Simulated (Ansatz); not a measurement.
# Worked example: correlation energy of SiH$_{4}$, singlet

Geometry: MP2(full)/6-31G*, from the G2/97 set.

```xyz
5

Si    0.0000    0.0000    0.0000
H     0.8561    0.8561    0.8561
H    -0.8561   -0.8561    0.8561
H    -0.8561    0.8561   -0.8561
H     0.8561   -0.8561   -0.8561
```

Basis STO-3G; Ansatz 0.2.0. Correlated methods freeze the noble-gas cores, which leaves 8 electrons in 8 orbitals. R marks a restricted (for open shells ROHF) determinant.

Full CI is exact within this basis and frozen core; it isn't the basis-set limit.

Runs differ by some tens of microhartree through their thresholds, so steps under 0.03 kcal/mol mean nothing.

```json
{"level": "RHF", "total energy (hartree)": "-287.909492"}
{"level": "RMP2", "total energy (hartree)": "-287.955983"}
{"level": "RCCSD", "total energy (hartree)": "-287.979821"}
{"level": "RCCSD(T)", "total energy (hartree)": "-287.980189"}
{"level": "RCCSDT", "total energy (hartree)": "-287.980366"}
{"level": "RCCSDT(Q)", "total energy (hartree)": "-287.980382"}
{"level": "RCCSDTQ", "total energy (hartree)": "-287.980389"}
{"level": "full CI", "total energy (hartree)": "-287.980388"}
```

What is the correlation energy at full CI, and what share of it do RMP2 and RCCSD recover?

E(corr) = -287.980388 − (-287.909492) = -0.070896 hartree = -1.929 eV. RMP2: -0.046491 / -0.070896 = 65.58 %. RCCSD: -0.070329 / -0.070896 = 99.20 %.

By how many kcal/mol does RCCSD(T) miss full CI (1 hartree = 627.509 kcal/mol), and which steps make up the rest?

-287.980189 − (-287.980388) = 0.000199 hartree = 0.12 kcal/mol. Steps: RCCSDT − RCCSD(T) = -0.11, RCCSDT(Q) − RCCSDT = -0.01, RCCSDTQ − RCCSDT(Q) = 0.00, full CI − RCCSDTQ = 0.00 kcal/mol. That is within 1 kcal/mol of the reference in this basis, which itself misses far more of the correlation at the basis-set limit.
